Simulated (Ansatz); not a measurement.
# hcp Os

Calculation: HSE06 (Ansatz, an electronic-structure program, PAW).

Run with plane-wave cutoff 500 eV, 6×6×1 k mesh (along the axes of the cell as run), Fermi–Dirac smearing 0.1 eV, scalar-relativistic PAW data made under PBE.

Cell: relaxed with r²SCAN.

```
Property                                Value
----------------------------------  ---------
surface energy of the (11-20) face  4.83 J/m²
work function of the (11-20) face     4.82 eV
```

Note: exact exchange on metals is sensitive to the k mesh and can open a false gap.

The slab of 16 atoms is relaxed and unreconstructed.

Spin–orbit coupling is not included.

The computed numbers hold no vibrational or temperature effects.

Computing time: roughly 80 core-minutes.
